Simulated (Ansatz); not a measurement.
Geometry optimisation, UKS PBE/6-31G* in Ansatz 0.2.0.

Input file:

```yaml
crystal:
  periodic: [false, false, false]
  atoms:
    - { symbol: C, position_ang: [-0.8364, -0.2796, 1.0119] }
    - { symbol: S, position_ang: [0.2999, 1.0561, 0.5828] }
    - { symbol: C, position_ang: [0.8802, 0.3466, -0.9637] }
    - { symbol: F, position_ang: [1.5106, -0.8744, -0.7238] }
    - { symbol: F, position_ang: [-0.1051, 0.1693, -1.8455] }
    - { symbol: H, position_ang: [-1.3816, 0.0393, 1.9381] }
    - { symbol: H, position_ang: [-0.352, -1.1925, 1.1351] }
    - { symbol: H, position_ang: [-1.6082, -0.3056, 0.2146] }
    - { symbol: H, position_ang: [1.6811, 0.9944, -1.3666] }
magnetization:
  spin_polarized: true
basis:
  gaussian: { orbitals: "6-31G*" }
hamiltonian:
  xc: pbe
relax:
  f_tol: 0.02
  max_steps: 40
```

Command:

```bash
$ ansatz run input.yaml --threads 2 --pin off --max-ram 3072MiB --backend cpu --events-out ev --progress --plain --runs-dir out
```

Q: Where does it end, and by what steps?

A: It converged. After 5 steps the energy has fallen by 0.166 eV; H8 moved furthest, 0.06 Å.

```
step  energy less start (eV)  largest force component (eV/Å)  accepted
   0                  0.0000                           2.291       yes
   1                 -0.1396                           0.834       yes
   2                 -0.1632                           0.297       yes
   3                 -0.1651                           0.087       yes
   4                 -0.1656                           0.020       yes
   5                 -0.1656                           0.004       yes
```

```xyz
9
Properties=species:S:1:pos:R:3
C -0.881 -0.256 1.019
S 0.312 1.065 0.594
C 0.929 0.348 -0.962
F 1.484 -0.891 -0.761
F -0.082 0.180 -1.875
H -1.377 0.053 1.951
H -0.357 -1.210 1.179
H -1.630 -0.363 0.221
H 1.692 1.027 -1.382
```

Whether the end is a true minimum wasn't checked by a vibrational analysis.

Run time: 29 s on 2 threads of Arm Neoverse N1, with other jobs on the host, peak memory 0.15 GiB.
